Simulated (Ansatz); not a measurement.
System: AlF$_{3}$ (charge 0, singlet). SMILES: [F][Al]([F])[F]
Structure (B3LYP-D3(BJ)/def2-TZVP (Ansatz, a program for electronic structure) minimum search):
```
Al
F 1 1.6342
F 1 1.6342 2 120.00
F 1 1.6342 2 120.00 3 -180.00
```
Charge 0, spin multiplicity 1.

Wanted: atomisation energy (electronic, to ground-state atoms); the coupled-cluster value holds the core correlation from cc-pwCVTZ, in kJ/mol. Correlated levels leave the core frozen unless marked. UHF or UKS for open shells. No spin-orbit coupling. Non-relativistic. CBS marks a two-point X^-3 extrapolation of the correlation energy; Hartree-Fock from the larger set.

Level to compare with: CCSD(T)/CBS(cc-pV(T+d)Z,cc-pV(Q+d)Z) plus the core term (Ansatz), 1799.7 kJ/mol. It is a level with limits of its own, and the differences hold the functionals' basis error too.

Rank these functionals by how close they come to CCSD(T)/CBS(cc-pV(T+d)Z,cc-pV(Q+d)Z), closest first: wB97X-V/def2-TZVPD (Ansatz); LC-wPBE/def2-TZVPD (Ansatz); SVWN5/def2-TZVPD (Ansatz).

LC-wPBE/def2-TZVPD (range-separated hybrid, 1773.7 kJ/mol, difference -26.0), wB97X-V/def2-TZVPD (range-separated hybrid with VV10, 1761.0 kJ/mol, difference -38.7), SVWN5/def2-TZVPD (LDA, 2007.2 kJ/mol, difference 207.5)
